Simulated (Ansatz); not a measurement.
We consider fluorite SrCl2, described by r²SCAN-D4 (plane waves, PAW; Ansatz, an electronic-structure program).

Settings: plane-wave cutoff 560 eV, 8×8×8 k mesh, Fermi–Dirac smearing 0.01 eV, scalar-relativistic PAW data made under PBE.

Properties against volume:

```
V (Å³/atom)  P (GPa)  direct gap at Γ (eV)  smallest gap on the k mesh (eV)
-----------  -------  --------------------  -------------------------------
26.516          2.75                 6.590                            5.945
27.080          1.73                 6.500                            5.962
27.644          0.82                 6.412                            5.976
28.208          0.00                 6.327                            5.980
28.772         -0.73                 6.244                            5.905
29.337         -1.39                 6.164                            5.832
29.901         -1.97                 6.085                            5.762
```

The fundamental gap (5.98 eV at the equilibrium volume, with added k points) lies elsewhere than Γ–Γ.

Measured, for comparison: band gap 7.5 eV (temperature not stated, not corrected to a static lattice; as tabulated in Aguado et al. (1999), arXiv:cond-mat/9901145).

Spin–orbit coupling is not included.
